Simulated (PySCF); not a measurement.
C3H4, SMILES C(=C)=C (connectivity only; charge and spin as stated), charge +1, multiplicity 2.

Geometry: B3LYP-D3(BJ)/def2-TZVP. The multiplicity is an assumed one; other spin states were not compared.

Method: B3LYP-D3(BJ)/def2-TZVP in PySCF 2.14.0.

Frequencies are harmonic and unscaled.

```
mode  ν (cm⁻¹)  IR (km/mol)  moving atoms (share of kinetic energy)
----  --------  -----------  --------------------------------------
1          323         10.9                          C 52 %, H 48 %
2          341         16.7                          C 74 %, H 26 %
3          785          6.9                          H 77 %, C 23 %
4          804          0.0                                 H 100 %
5          913         25.0                          H 69 %, C 31 %
6          935         53.4                          H 68 %, C 32 %
7          998          0.0                          H 57 %, C 43 %
8         1072          0.0                          C 65 %, H 35 %
9         1354         90.7                                  H 93 %
10        1401          0.0                          H 71 %, C 29 %
11        1639         18.2                                  C 99 %
12        3062        201.6                                  H 96 %
13        3079          0.0                                  H 95 %
14        3153         29.7                          H 90 %, C 10 %
15        3156        124.1                          H 89 %, C 11 %
```
